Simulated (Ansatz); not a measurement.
# ClF (singlet): from Hartree-Fock to the top rungs, cc-pV(D+d)Z

An exercise on one series of results from a longer session: the logs are not shown, and one member is left open.

Program: Ansatz 0.2.0, Gaussian basis. Level of theory: cc-pV(D+d)Z, core rule «outside noble gas», up to 6 orbitals frozen. These are calculated values, not measurements.

To be run: UHF; CCSD(T) on RHF; BCCD(T) on RHF; CISD; CCSDT(Q) on RHF; CCSDTQ on RHF; CASSCF and MRCISD+Q, 14 electrons in 8 orbitals; CASSCF and NEVPT2, 14 electrons in 8 orbitals.

9 further runs of the same task are left out: 9 set aside as unsound or not needed.

## What is computed

The geometry is an MP2(full)/6-31G* stationary point (not a proven minimum).

2 atoms, charge 0, spin multiplicity 1.

Atoms are counted from 1 here; the program's logs count them from 0.

Bond lengths: F1–Cl2 1.659 Å.

The first run:

Input file in.yaml:

```yaml
crystal:
  periodic: [false, false, false]
  atoms:
    - {symbol: F, position_ang: [0.000000, 0.000000, 0.000000]}
    - {symbol: Cl, position_ang: [0.000000, 0.000000, 1.659096]}
basis:
  gaussian: {orbitals: "cc-pV(D+d)Z.json"}
magnetization: {spin_polarized: true, initial_magnetization: 0}
hamiltonian: {xc: hf}
output: {orbitals: {seedname: orbitals}}
```

Command:

```console
ansatz run in.yaml --threads 1 --pin off --events-out ev --progress --plain --max-ram 4096MiB --backend cpu
```

Steps of the session up to this table: UHF; CCSD(T) on RHF; BCCD(T) on RHF; CISD; CCSDT(Q) on RHF; CCSDTQ on RHF; CASSCF and MRCISD+Q, 14 electrons in 8 orbitals; CASSCF and NEVPT2, 14 electrons in 8 orbitals.

One table of the session follows, with a row left open; its other results are not shown here.

| method | from RCCSDTQ (kJ/mol) |
| --- | --- |
| RHF | ? |
| RMP2 | +70.5 |
| CISD | +90.2 |
| RCCSD | +22.9 |
| RCCSD(T) | +3.7 |
| BCCD(T) | +3.6 |
| RCCSDT | +2.5 |
| RCCSDT(Q) | -0.2 |
| RCCSDTQ | 0 |
| CASSCF valence | +829.5 |
| NEVPT2 valence | +145.0 |
| MRCISD valence | +68.4 |
| MRCISD+Q valence | +8.5 |

**Question.** Estimate the row for RHF.

As computed: from RCCSDTQ (kJ/mol): +938.4. In the column «from RCCSDTQ (kJ/mol)» it is the highest.
